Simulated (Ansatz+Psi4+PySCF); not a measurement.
doublet C₂H₂(+): levels of theory in one basis

```tsv
atom	x (Å)	y (Å)	z (Å)
C	0.0015	0.0082	0.6136
C	0.0030	-0.0068	-0.6148
H	-0.0077	0.0020	-1.6679
H	-0.0090	0.0036	1.6765
```

Basis set: cc-pVTZ (spherical functions). Left uncorrelated: 2 orbitals. Correlation on ROHF uses semicanonical orbitals with singles. Charge 1, multiplicity 2.

Computed with Ansatz (development build ahead of 0.2.0) and PySCF 2.14.0; each method stands on the lowest determinant of its kind that the runs found.

```csv
method,E − E(ROHF) (eV),<S²> of the determinant
ROHF,0.00,0.75
UHF,-0.07,0.75
ROHF-MP2,-6.77,–
UHF-MP2,-6.76,0.75
ROHF-CCSD,-7.40,–
UHF-CCSD,-7.41,0.75
```

**Question.** What does ROHF-CCSD(T) give on the same scale?

**Answer.** -7.71 eV.

Caution for ROHF-MP2, UHF-MP2: MP2 on this radical cation hangs on the determinant chosen.
